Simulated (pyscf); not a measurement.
## Hydrogen shift: `[CH2][CH3]` [doublet] -> `[CH2][CH3]` [doublet]

Gas phase, doublet surface, charge 0. Bonds broken: C1–H6. Bonds formed: C2–H6. Structures and frequencies: ωB97X-D3(BJ)/def2-SVP in PySCF. MP2 and CC: frozen core, UHF for open shells. ΔMP2 is the change of the MP2 total energy from the triple- to the quadruple-zeta basis.

Transition state (Å):

```xyz
7

C      0.5367    -0.3189     0.1667
C     -0.2828     0.9274     0.1768
H     -0.4799     1.4445    -0.7653
H      0.9262    -0.6942    -0.7826
H      0.4787    -1.0029     1.0168
H      0.9755     0.8599     0.4781
H     -0.9275     1.1357     1.0340
```

One imaginary mode, 1960i cm⁻¹; descent along it reached the two sides named.

```json
[
 {"bond": "C1–H6", "change": "breaks", "reactant side (Å)": "1.110", "saddle": "1.296", "product side": "2.163"},
 {"bond": "C2–H6", "change": "forms", "reactant side (Å)": "2.163", "saddle": "1.296", "product side": "1.110"}
]
```

Electronic energies relative to the reactant's lowest minimum found (eV):

```tsv
level	barrier	reaction energy	reverse barrier
ωB97X-D3(BJ)/def2-TZVP	1.82	0.00	1.82
PBE/def2-TZVP	1.64	0.00	1.64
r²SCAN/def2-TZVP	1.80	0.00	1.80
B3LYP-D3(BJ)/def2-TZVP	1.82	0.00	1.82
PBE0-D3(BJ)/def2-TZVP	1.77	0.00	1.77
M06-2X/def2-TZVP	1.84	0.00	1.84
ωB97M-D3(BJ)/def2-TZVP	1.80	0.00	1.80
HF/def2-TZVP	2.32	0.00	2.32
MP2/def2-QZVPP	1.84	0.00	1.84
CCSD/def2-TZVPP	1.93	0.00	1.93
CCSD(T)/def2-TZVPP	1.86	0.00	1.86
CCSD(T)/def2-TZVPP + ΔMP2(QZVPP)	1.84	0.00	1.84
```

With CCSD(T)/def2-TZVPP + ΔMP2(QZVPP) energies and thermal terms (ideal gas, 1 atm, RRHO with modes under 100 cm⁻¹ raised to 100, one conformer, R ln 2 for rigid chiral ones), in eV:

| T (K) | ΔH‡ | ΔG‡ | ΔH | ΔG |
|---|---|---|---|---|
| 298 | 1.73 | 1.79 | 0.00 | 0.00 |
| 600 | 1.72 | 1.85 | 0.00 | 0.00 |
| 900 | 1.71 | 1.92 | 0.00 | 0.00 |
| 1200 | 1.69 | 1.99 | 0.00 | 0.00 |

One saddle was located; it need not be the lowest between these sides. The CCSD(T) − MP2 part came from Ansatz, without density fitting, on the same reference.
